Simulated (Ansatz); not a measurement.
**B₂H (doublet): wave-function methods side by side at distance B1–B2 = 4.182 Å, cc-pVDZ**

Aim: climb from Hartree-Fock through coupled cluster and multireference methods for B₂H (doublet) at one geometry and basis, and see what each rung misses.

Method: cc-pVDZ, core rule «outside noble gas», up to 2 orbitals frozen; program: Ansatz 0.2.0, Gaussian basis.

To be run: UHF; CCSD(T) on ROHF; CCSD(T) on UHF; BCCD(T) on ROHF; CISD; CCSDT(Q) on ROHF; CCSDT(Q) on UHF; CCSDTQ on ROHF; CCSDTQ on UHF; CASSCF and MRCISD+Q, 3 electrons in 3 orbitals; CASSCF and NEVPT2, 3 electrons in 3 orbitals; CASSCF and MRCISD+Q, 7 electrons in 9 orbitals; CASSCF and NEVPT2, 7 electrons in 9 orbitals; Full CI.

4 further runs of the same task are left out: 4 for a known fault of the program.

## 1. The system

The geometry derives from a PBE0/def2-TZVP stationary point (not a proven minimum). One bond is set to the value named and the two fragments are kept rigid.

3 atoms, charge 0, spin multiplicity 2.

Atoms are counted from 1 here; the program's logs count them from 0.

Bond lengths: B1–H3 1.177 Å.

## 2. UHF

Contents of in.yaml:

```yaml
crystal:
  periodic: [false, false, false]
  atoms:
    - {symbol: B, position_ang: [0.000000, 0.000000, 1.001519]}
    - {symbol: B, position_ang: [0.000000, 0.000000, -3.180481]}
    - {symbol: H, position_ang: [0.000000, 0.000000, 2.178963]}
basis:
  gaussian: {orbitals: cc-pVDZ}
magnetization: {spin_polarized: true, initial_magnetization: 1}
hamiltonian: {xc: hf}
output: {orbitals: {seedname: orbitals}}
```

Command:

```console
ansatz run in.yaml --threads 1 --pin off --events-out ev --progress --plain --max-ram 4096MiB --backend cpu
```

After this run come: CCSD(T) on ROHF; CCSD(T) on UHF; BCCD(T) on ROHF; CISD; CCSDT(Q) on ROHF; CCSDT(Q) on UHF; CCSDTQ on ROHF; CCSDTQ on UHF; CASSCF and MRCISD+Q, 3 electrons in 3 orbitals; CASSCF and NEVPT2, 3 electrons in 3 orbitals; CASSCF and MRCISD+Q, 7 electrons in 9 orbitals; CASSCF and NEVPT2, 7 electrons in 9 orbitals; Full CI.

Q: Predict the results of all the runs planned. Wanted: FCI from the RHF energy; RMP2 from FCI; UMP2 from FCI; RCCSD from FCI; RCCSD(T) from FCI; UCCSD(T) from FCI; RCCSDT(Q) from FCI; UCCSDT(Q) from FCI; NEVPT2 pair from FCI.

As calculated:

```
                         quantity                                                                                                  value
          FCI from the ROHF energy                                                                                             -4.1458 eV
                    RMP2 from FCI                                                                                            +1419.9 meV
                    UMP2 from FCI                                                                                            +1542.2 meV
                   RCCSD from FCI                                                                                              +86.1 meV
                RCCSD(T) from FCI                                                                                              +24.1 meV
                UCCSD(T) from FCI                                                                                              +27.0 meV
               RCCSDT(Q) from FCI                                                                                               +0.5 meV
               UCCSDT(Q) from FCI                                                                                               +1.0 meV
             NEVPT2 pair from FCI                                                                                            +1283.0 meV
           MRCISD+Q pair from FCI                                                                                              -53.6 meV
          NEVPT2 valence from FCI                                                                                             +597.3 meV
levels within 1 kcal/mol (43 meV)  RCCSD(T), UCCSD(T), BCCD(T), RCCSDT, UCCSDT, RCCSDT(Q), UCCSDT(Q), RCCSDTQ, UCCSDTQ, MRCISD+Q valence
                    T1 diagnostic                                                                                                  0.017
   effectively unpaired electrons                                                                                                   1.18
```

RCCSD(T) lands +24.1 meV from the yardstick (0.6 % of the correlation energy). MRCISD+Q pair falls below full CI: the +Q correction isn't variational, and the cores differ from full CI's. One determinant dominates. Of the multireference levels listed MRCISD+Q valence comes nearest in total energy (+0.2 meV), which doesn't show that its space is the better one. These misses are within one basis, not against nature; the frozen cores of restricted and unrestricted runs differ, which can shift their rows.

Levels on UHF freeze UHF's core orbitals, full CI those of ROHF, so the U rows can settle a little off it for that reason alone.

With open shells the CI space here admits some triples and quadruples, so it is larger than plain CISD.
